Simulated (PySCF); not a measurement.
Property card for B(CO)H3 (`[H]B([H])([H])<-[C-]#[O+]`)

Compound: B(CO)H3, CH₃BO.
Structure used (PBE0-D3(BJ)/def2-SVP), in Å, numbered top down from 1:
```xyz
6
CH3BO angstrom
B     -0.0099    0.0010   -0.5418
C      0.0132    0.0047    0.9770
O      0.0347    0.0018    2.1086
H      1.1684    0.0029   -0.8610
H     -0.6089    1.0183   -0.8496
H     -0.5974   -1.0287   -0.8331
```

PBE0-D3(BJ)/def2-SVP geometry optimisation, gas phase (PySCF):

* Point group: C3v
* Rotational constants A, B, C: 119.742, 8.764, 8.764 GHz

wB97X-D/def2-SVPD ground state and vertical TDDFT (core frozen in the response) (PySCF):

- Dipole moment: 1.41 D
- HOMO energy: -11.45 eV
- LUMO energy: 0.30 eV
- HOMO–LUMO gap: 11.75 eV
- Lowest singlet excitation: 6.40 eV (194 nm, f = 0.000)
- Strongest line among the 10 lowest singlet transitions: S4 at 8.29 eV (150 nm, f = 0.612)
- Lowest triplet excitation (Tamm–Dancoff): 5.83 eV
- Static isotropic polarisability: 34.2 au
- Electronic spatial extent ⟨r²⟩ about the centre of nuclear charge: 171 bohr²

From KT2/pcSseg-1 ground state and GIAO shieldings, non-relativistic (PySCF):

- 13C chemical shifts (computed TMS as zero) by class: 177.7 (C2) ppm
- 1H chemical shifts (computed TMS as zero) by class: 1.57 (H4/H5/H6) ppm
- Isotropic shieldings of nuclei other than C and H, by class: 161 (B1), -23 (O3) ppm

From B3LYP/pcJ-1 indirect spin-spin coupling, non-relativistic, gas phase (PySCF):

* Largest of the computed one-bond spin–spin couplings (means over like bonds): 11B–1H +115.8 (B1–H4 and 2 like it), 13C–11B +45.0 (C2–B1), 17O–13C +12.9 (O3–C2) Hz

delta-SCF UKS SCAN, pcX-2 on the ionised atom, pcseg-1 elsewhere, spin-free X2C (PySCF):

- Core binding energies: B1s 195.1 (B1), C1s 295.8 (C2), O1s 541.7 (O3) eV

Monoisotopic mass from the formula: 42.0277 u.

The 10 singlets span 6.40 to 10.43 eV, and their oscillator strengths add up to 0.93. With B = h/(8π²I), that is 505.379 GHz u Å² over I, the principal moments of inertia are 4.22, 57.7 and 57.7 u Å² (most abundant isotopes); the inertial defect Ic − Ia − Ib is -4.2 u Å² (zero for a rigid planar frame, negative otherwise). The rotational constants are those of a prolate symmetric top. The vertical singlet–triplet gap S1 − T1 is 0.57 eV (TDDFT singlet less Tamm–Dancoff triplet). A dipole of 1.41 D is allowed in C3v, and pure rotational transitions are dipole-allowed.

